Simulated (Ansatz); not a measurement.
`[Li][Cl]` + H₂O → `[Li][OH]` + HCl at 600 K and 1 bar (formal hydrolysis of a Li–Cl bond).

Gas-phase electronic energies from Ansatz, PBE0-D4/def2-TZVP geometries. CBS: MP2 limit from def2 TZ/QZ plus the TZ coupled-cluster correction, frozen cores. This one scheme is used for every species. For Li outer-core shells are correlated without core-valence functions, which leaves a few kJ/mol of doubt a bond.

```
   species  CCSD(T)/CBS energy (Eh)  H − E (kJ/mol)  S (J/(mol·K))
`[Li][Cl]`               -467.35841            23.4          236.7
       H₂O                -76.37941            76.8          212.8
`[Li][OH]`                -83.31445            59.4          241.6
       HCl               -460.38127            35.4          207.2
```

H − E and S are ideal-gas, rigid-rotor, harmonic terms from PBE0-D4/def2-TZVP. 1 Eh = 2625.50 kJ/mol, R = 8.31446 J/(mol·K).

Q: By hand: ΔE, ΔH, ΔS and ΔG.

A: ΔE = (-83.31445) + (-460.38127) − (-467.35841) − (-76.37941) = 0.04210 Eh = 110.5 kJ/mol. Δ(H − E) = 59.4 + 35.4 − 23.4 − 76.8 = -5.4, so ΔH = 105.1 kJ/mol. ΔS = 241.6 + 207.2 − 236.7 − 212.8 = -0.7 J/(mol·K). ΔG = 105.1 − 600 × (-0.7)/1000 = 105.5 kJ/mol.

Q: By hand: the equilibrium constant, and the temperature at which ΔG would vanish if ΔH and ΔS stayed fixed.

A: log₁₀ K = −ΔG/(RT ln 10) = -9.2. ΔH and −TΔS have one sign here, so there is no such temperature.

The number of gas molecules stays the same, so ΔS is small and ΔH decides. A doubt of 5 kJ/mol in ΔE shifts log₁₀ K by 0.4 here. These are equilibria of isolated gas molecules and say nothing of rates. Largest T1 diagnostic: 0.013 (customary marks: 0.02 for closed shells, 0.045 for open ones).

ΔS is within the doubt of such terms, so its sign, and with it that verdict, could turn.
